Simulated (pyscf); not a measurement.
**Four-centre exchange: HO–B(OH)–OH + H₂S → HO–B(OH)–SH + H₂O**

Gas phase, singlet surface, charge 0. Bonds broken: B1–O2, S8–H9. Bonds formed: B1–S8, O2–H9. Structures and frequencies: ωB97X-D3(BJ)/def2-SVP in PySCF.

Transition state (Å):

```xyz
10

B     -0.2015    -0.2344    -0.0196
O     -0.3253     0.3338     1.3879
O      1.0931    -0.1589    -0.4899
O     -1.0580    -1.3169    -0.1600
H     -0.9586    -0.2038     1.8873
H      1.1482    -0.1286    -1.4493
H     -0.8174    -1.8954    -0.8898
S     -1.2655     1.6411    -0.7402
H     -0.8787     1.2261     0.8422
H     -2.4985     1.0994    -0.7061
```

One imaginary mode, 1092i cm⁻¹; descent along it reached the two sides named, in the forms told below.

```json
[
 {"bond": "B1–O2", "change": "breaks", "reactant side (Å)": "1.371", "saddle": "1.523", "product side": "2.9"},
 {"bond": "S8–H9", "change": "breaks", "reactant side (Å)": "1.347", "saddle": "1.681", "product side": "2.7"},
 {"bond": "B1–S8", "change": "forms", "reactant side (Å)": "3.3", "saddle": "2.273", "product side": "1.839"},
 {"bond": "O2–H9", "change": "forms", "reactant side (Å)": "2.403", "saddle": "1.183", "product side": "0.967"}
]
```

Electronic energies relative to the separated reactants (kJ/mol):

```tsv
level	barrier	reaction energy	reverse barrier
ωB97X-D3(BJ)/def2-TZVP	149.1	+70.7	78.3
PBE/def2-TZVP	125.9	+69.3	56.6
r²SCAN/def2-TZVP	133.2	+75.8	57.4
B3LYP-D3(BJ)/def2-TZVP	151.2	+77.5	73.8
PBE0-D3(BJ)/def2-TZVP	133.2	+71.5	61.7
M06-2X/def2-TZVP	149.4	+84.9	64.5
ωB97M-D3(BJ)/def2-TZVP	151.5	+77.8	73.7
HF/def2-TZVP	238.2	+96.1	142.0
```

With ωB97M-D3(BJ)/def2-TZVP energies and thermal terms (ideal gas, 1 atm, RRHO with modes under 100 cm⁻¹ raised to 100, one conformer, R ln 2 for chiral ones without a mode under 150 cm⁻¹), in kJ/mol:

| T (K) | ΔH‡ | ΔG‡ | ΔH | ΔG |
|---|---|---|---|---|
| 298 | 146.4 | 187.3 | +81.3 | +78.1 |
| 600 | 148.9 | 228.0 | +82.7 | +74.2 |
| 900 | 152.3 | 266.8 | +83.0 | +69.8 |
| 1200 | 155.7 | 304.4 | +82.8 | +65.4 |

On the product side the descent ends in a complex, 22.2 kJ/mol under the separated species and 100.5 kJ/mol under the saddle at ωB97X-D3(BJ)/def2-TZVP. The reactants may also form a dative adduct at HO–B(OH)–OH; it and routes through it were not searched. The products may also form a dative adduct at HO–B(OH)–SH; it and routes through it were not searched. This is the saddle that the search found; another between the same sides may lie lower.
